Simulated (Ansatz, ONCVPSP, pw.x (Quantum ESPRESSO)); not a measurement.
**W (Z = 74): does the ONCV potential hold in the solid?**

```json
{
  "Element": "W",
  "Generator": "ONCVPSP 4.0.1.1 (patched build)",
  "Type": "optimised norm-conserving Vanderbilt (ONCV)",
  "Functional": "PBEsol",
  "Relativity": "scalar-relativistic",
  "Frozen core": "[Kr] 4d10 4f14",
  "Valence charge": "14",
  "Reference configuration": "5s2 5p6 5d4 6s2",
  "Partial waves": "5s+6s: rc 1.85 bohr, ncon 3, nbas 7, qcut 5.7 1/bohr, 2 projectors; 5p: rc 1.80 bohr, ncon 4, nbas 9, qcut 8.9 1/bohr, 2 projectors, debl 2.5 Ha; 5d: rc 2.85 bohr, ncon 4, nbas 9, qcut 5.3 1/bohr, 3 projectors, debl 0.4 Ha",
  "Local potential": "polynomial inside 1.44 bohr (lpopt 5, dvloc0 2 Ha)",
  "Core correction": "Teter function, fcfact 4.75, rcfact 1.8"
}
```

Atomic tests: cutoffs needed: 22 Ha and 27 Ha (the cutoffs (Ha) at which the residual kinetic energy of the hardest occupied pseudo-wave falls to 1 and 0.1 mHa per electron); ghost test: no bound ghost flagged; no localised positive-energy state flagged; largest excitation error: -893 meV (all-electron minus pseudo) for 5s1 5p6 5d4 6s2, out of 4 test configurations.

Crystal test: fcc W in pw.x 7.5, no spin, 14³ k-points, Fermi–Dirac smearing 0.01 Ry, cutoffs 65/260 Ry. The reference is all-electron LAPW (Ansatz 0.2.0) with the same functional, mesh and smearing; V0 and B0 come from Birch–Murnaghan fits to the pressures at five volumes. Errors are pseudo minus all-electron; Δ is the rms difference of the E(V) curves that follow from these fits, minima aligned, over ±6 % about the mean V0. Mesh and smearing are coarse, so the numbers serve the comparison and aren't converged zero-temperature values; the lattice is a test structure that the element need not adopt.

All-electron: a0 = 4.000 Å (V0 = 16.00 Å³/atom), B0 = 298.8 GPa.

Task: How far does the potential miss the all-electron equation of state?

Result: mean pressure error (GPa): -5.03; a0 (Å): 3.977; a0 error (%): -0.57; B0 error (%): -0.3; Δ (meV/atom): 17.9. The largest radius (2.85 bohr) exceeds half the bond length (2.67 bohr), so the spheres overlap, which is one possible source of error among others. This is a poor potential for the solid.

```tsv
V (Å³/atom)	P all-electron (GPa)	P pseudo (GPa)
15.195	17.15	11.00
15.595	8.12	2.59
15.995	0.14	-4.83
16.395	-6.90	-11.38
16.795	-13.11	-17.14
```

Task: At the middle volume, how do free energy and pressure move when the wave cutoff is lowered (ecutrho kept at four times it)?

Result:

| cutoff (Ry) | shift of F (meV/atom) | shift of P (GPa) |
| --- | --- | --- |
| 29 | +1108.7 | -16.68 |
| 39 | +331.5 | -13.15 |
| 52 | +28.7 | -2.12 |

Input at the middle volume:

```
&control
  calculation='scf', prefix='x', pseudo_dir='./', outdir='./tmp', tstress=.true., disk_io='low'
/
&system
  ibrav=0, nat=1, ntyp=1, ecutwfc=65, ecutrho=260, nbnd=15,
  occupations='smearing', smearing='fd', degauss=0.01
/
&electrons
  conv_thr=1e-09, mixing_beta=0.4, electron_maxstep=70
/
ATOMIC_SPECIES
W 1.0 W.UPF
CELL_PARAMETERS angstrom
  0.00000000 1.99979164 1.99979164
  1.99979164 0.00000000 1.99979164
  1.99979164 1.99979164 0.00000000
ATOMIC_POSITIONS crystal
W 0.0000 0.0000 0.0000
K_POINTS automatic
14 14 14 0 0 0
```

```bash
pw.x < W.scf.in > W.scf.out
```

Lines of the output:

```
Message from routine setup:
     using ibrav=0 with symmetry is DISCOURAGED, use correct ibrav instead
     lattice parameter (alat)  =       5.3444  a.u.
     unit-cell volume          =     107.9396 (a.u.)^3
     number of electrons       =        14.00
     number of Kohn-Sham states=           15
     kinetic-energy cutoff     =      65.0000  Ry
     charge density cutoff     =     260.0000  Ry
     scf convergence threshold =      1.0E-09
     Exchange-correlation= PBESOL
     number of k points=   104  Fermi-Dirac smearing, width (Ry)=  0.0100
     iteration #  1     ecut=    65.00 Ry     beta= 0.40
     total energy              =    -165.49750989 Ry
     estimated scf accuracy    <       0.03641986 Ry
     iteration #  2     ecut=    65.00 Ry     beta= 0.40
     total energy              =    -165.49710345 Ry
     estimated scf accuracy    <       0.00574602 Ry
     iteration #  3     ecut=    65.00 Ry     beta= 0.40
     total energy              =    -165.49779699 Ry
     estimated scf accuracy    <       0.00022787 Ry
     iteration #  4     ecut=    65.00 Ry     beta= 0.40
     total energy              =    -165.49781395 Ry
     estimated scf accuracy    <       0.00000292 Ry
     iteration #  5     ecut=    65.00 Ry     beta= 0.40
     total energy              =    -165.49781484 Ry
     estimated scf accuracy    <       0.00000022 Ry
     iteration #  6     ecut=    65.00 Ry     beta= 0.40
     total energy              =    -165.49781485 Ry
     estimated scf accuracy    <          2.8E-09 Ry
     iteration #  7     ecut=    65.00 Ry     beta= 0.40
     the Fermi energy is    21.6594 ev
!    total energy              =    -165.49781486 Ry
     estimated scf accuracy    <          1.7E-10 Ry
     smearing contrib. (-TS)   =      -0.00511841 Ry
     The total energy is F=E-TS. E is the sum of the following terms:
     one-electron contribution =     -13.28556579 Ry
     hartree contribution      =      16.21766406 Ry
     xc contribution           =     -49.52838636 Ry
     ewald contribution        =    -118.89640834 Ry
     convergence has been achieved in   7 iterations
          total   stress  (Ry/bohr**3)                   (kbar)     P=      -48.31
```

The run at the middle volume (104 k-points, 7 iterations) took about 31 s on one core of a shared host (Neoverse-N1, 64 threads, 124 GiB, load 48).
